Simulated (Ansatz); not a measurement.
Barrier FH + H via FH2, on the benchmark's geometries as Psi4's copy gives them; open shells unrestricted, no zero-point energy, no spin–orbit coupling.
Transition structure (charge 0, multiplicity 2):
```xyz
3

H      0.147    -1.128     0.000
F      0.000     0.330     0.000
H     -0.147    -1.845     0.000
```

Cores are frozen in the correlated methods.

Programs: Ansatz (a first-principles code). Values without a source in brackets are computed.

The barrier height is − E(FH) − E(H) + E(TS). Total energies (hartree):

```tsv
level	FH	H	TS
HF/aug-cc-pVTZ	-100.0611362	-0.4998212	-100.5190646
CCSD(T)/aug-cc-pVTZ	-100.3495418	-0.4998212	-100.7976694
HF/aug-cc-pVQZ	-100.0686329	-0.4999483	-100.5265989
CCSD(T)/aug-cc-pVQZ	-100.3773781	-0.4999483	-100.8243684
```

**Question.** Work out the barrier height at the basis-set limit: extrapolate the CCSD(T) correlation part as X⁻³, take Hartree–Fock from the larger set.

**Answer.** 
1. Differences (1 hartree = 627.509 kcal/mol): HF/aug-cc-pVTZ 26.288; CCSD(T)/aug-cc-pVTZ 32.438; HF/aug-cc-pVQZ 26.344; CCSD(T)/aug-cc-pVQZ 33.232.
2. Correlation parts, CCSD(T) less HF: 6.150 in aug-cc-pVTZ (X = 3), 6.887 in aug-cc-pVQZ (X = 4).
3. Limit (4³·(6.887) − 3³·(6.150))/(4³ − 3³) = 7.425; with HF/aug-cc-pVQZ it gives 33.770.
Result: 33.77 kcal/mol, against 32.44 at CCSD(T)/aug-cc-pVTZ. It is an estimate of this method's limit, not of the exact value.
